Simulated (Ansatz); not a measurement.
# CCSD/aug-cc-pVTZ run of PH3 (phosphine)

Aim: the energy change on altering one bond length of PH3 (phosphine) at CCSD/aug-cc-pVTZ, from 2 runs. 

The calculation is run with Ansatz 0.2.0.

34 further runs of the same task are left out: 34 set aside as unsound or not needed.

## 1. The system as given

PH3 has 4 atoms, charge 0, and is taken as a singlet. SMILES: `P`. The shape is that of a PBE0-D4/def2-TZVP optimisation.

Bond lengths: P1–H2 1.420 Å, P1–H3 1.420 Å, P1–H4 1.420 Å. Angles: H2–P1–H3 93.1°, H2–P1–H4 93.1°, H3–P1–H4 93.1°.

## 2. A single-point energy at CCSD/aug-cc-pVTZ

in.yaml reads:

```yaml
crystal:
  periodic: [false, false, false]
  atoms:
    - {symbol: P, position_ang: [0.346000, -0.326500, -0.332800]}
    - {symbol: H, position_ang: [0.630900, -0.034000, 1.027000]}
    - {symbol: H, position_ang: [-1.005500, -0.663000, -0.057200]}
    - {symbol: H, position_ang: [0.028700, 1.023500, -0.636900]}
basis:
  gaussian: {orbitals: aug-cc-pVTZ}
correlation: {method: ccsd, frozen_orbitals: {H: 0, P: 5}}
accuracy: high
scf: {omitted_lower_state_checks: [cluster_reference, increment]}
```

Command:

```console
$ ansatz run in.yaml --threads 1 --pin off --max-ram 3480MiB --events-out events.jsonl --progress --plain --runs-dir runs
```

What it wrote (excerpt; [...] marks lines left out):

```text
Warning: RAYON_NUM_THREADS=1 ignored (pool sized by the plan → 1); use --threads N
Functional definition: HF
  name "HF"
[...]
1842 factors; integrals over basis functions are off by at most 3.1e-9 eV
[...]
mean field -9319.56214621 eV, -342.4875918471 hartree, gradient 2.7e-8 eV, S^2 0.000000; 0 other end points of the search recorded, 0 dependent functions left out
5 core orbitals not correlated: weight in the atoms' cores, before any rotation towards them, 1.000 or more for the frozen orbitals, at most 0.000 for the correlated occupied ones
reference -9319.56214621 eV, -342.4875918471 hartree; 4, 4 occupied and 110, 110 virtual orbitals, 1842 factors
second order -4.72450487 eV of doubles, -0.00000000 eV of singles
cycle   1  -5.27067468 eV  change   -5.5e-1 eV  update   5.7e-2
[...]
cycle  20  -5.48433102 eV  change  -3.8e-10 eV  update  7.3e-10
Total energy: -9325.04647723 eV, -342.6891372947 hartree
Checks for a lower state left out: cluster_reference, increment
```

It took 11 s on 1 thread of Intel Xeon Platinum 8488C (Sapphire Rapids), shared host; peak memory 1.1 GiB.

## 3. The distorted shape at the same level

run.yaml reads:

```yaml
crystal:
  periodic: [false, false, false]
  atoms:
    - {symbol: P, position_ang: [0.504648, -1.001493, -0.180752]}
    - {symbol: H, position_ang: [0.789548, -0.708993, 1.179048]}
    - {symbol: H, position_ang: [-0.846852, -1.337993, 0.094848]}
    - {symbol: H, position_ang: [0.028700, 1.023500, -0.636900]}
basis:
  gaussian: {orbitals: aug-cc-pVTZ}
correlation: {method: ccsd, frozen_orbitals: {H: 0, P: 5}}
accuracy: high
scf: {omitted_lower_state_checks: [cluster_reference, increment]}
```

Command:

```console
$ ansatz run run.yaml --threads 1 --pin off --max-ram 3480MiB --events-out events.jsonl --progress --plain --runs-dir runs
```

What it wrote (excerpt; [...] marks lines left out):

```text
Warning: RAYON_NUM_THREADS=1 ignored (pool sized by the plan → 1); use --threads N
[... 2 set-up lines as earlier in the session ...]
[...]
1851 factors; integrals over basis functions are off by at most 3.7e-9 eV
[...]
mean field -9317.25165874 eV, -342.4026829986 hartree, gradient 4.9e-8 eV, S^2 0.000000; 0 other end points of the search recorded, 0 dependent functions left out; unrestricted orbitals would lower it
5 core orbitals not correlated: weight in the atoms' cores, before any rotation towards them, 1.000 or more for the frozen orbitals, at most 0.000 for the correlated occupied ones
reference -9317.25165874 eV, -342.4026829986 hartree; 4, 4 occupied and 110, 110 virtual orbitals, 1851 factors
second order -4.87803371 eV of doubles, -0.00000000 eV of singles
cycle   1  -5.47146476 eV  change   -5.9e-1 eV  update   8.1e-2
[...]
cycle  23  -5.82184160 eV  change   5.2e-10 eV  update  5.6e-10
Total energy: -9323.07350034 eV, -342.6166317312 hartree
Checks for a lower state left out: cluster_reference, increment
```

Wall time 12 s (1 thread of Intel Xeon Platinum 8488C (Sapphire Rapids), shared host); peak memory 1.1 GiB.

## 4. What came out

At CCSD/aug-cc-pVTZ, 5 core orbitals frozen:

| quantity | value |
| --- | --- |
| first shape: total energy | -342.68914 Eh |
| first shape: correlation energy (5 core orbitals frozen) | -201.5 mEh |
| first shape: T1 diagnostic | 0.014 |
| distorted shape: total energy | -342.61663 Eh |
| distorted shape: correlation energy (5 core orbitals frozen) | -213.9 mEh |
| distorted shape: T1 diagnostic | 0.023 |
| energy change with the P1–H4 bond stretched from 1.420 to 2.130 Å | 1.973 eV |

**Reading.** One bond (distorted shape) is far stretched, which a spin-restricted single reference describes badly; a broken-symmetry solution may lie lower. With the P1–H4 bond stretched from 1.420 to 2.130 Å the energy rises by 1.97 eV (190 kJ/mol). The first shape isn't relaxed at this level, so the change isn't measured from a minimum. A restricted reference can't describe the breaking bond well at this length. The T1 diagnostic (distorted shape) of 0.023 is above the customary mark for such species, so a single reference may not serve. The restricted solution (distorted shape) is unstable to spin breaking: an unrestricted one lies lower.
